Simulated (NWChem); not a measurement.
# SiH3O (SMILES O[SiH2]): name the method

The species is SiH3O (5 atoms), meant as a doublet with charge 0. SMILES: `O[SiH2]`. The shape is that of a GFN2-xTB optimisation. This is one conformer, not always the lowest.

```tsv
atom	x (Å)	y (Å)	z (Å)
O	0.5573	-0.4338	0.7985
Si	0.0019	0.3419	-0.5339
H	0.7257	-1.3707	0.8148
H	-1.2448	-0.2536	-1.0008
H	-0.0401	1.7160	-0.0786
```

A calculation with NWChem 7.3.0 gave:

```json
{"total energy": "-361.1255 Eh", "dipole moment": "1.66 D", "⟨S²⟩": "0.752", "largest force": "2.600 eV/Å"}
```

Question: Which of these levels gave the numbers?
A. B3LYP/6-31G* (Cartesian functions)
B. CCSD(T)/def2-SVP
C. HF/3-21G
D. HF/STO-3G

Answer: D. The others give -365.6784 Eh (CCSD(T)/def2-SVP), -363.5630 Eh (HF/3-21G), -366.4873 Eh (B3LYP/6-31G* (Cartesian functions)).
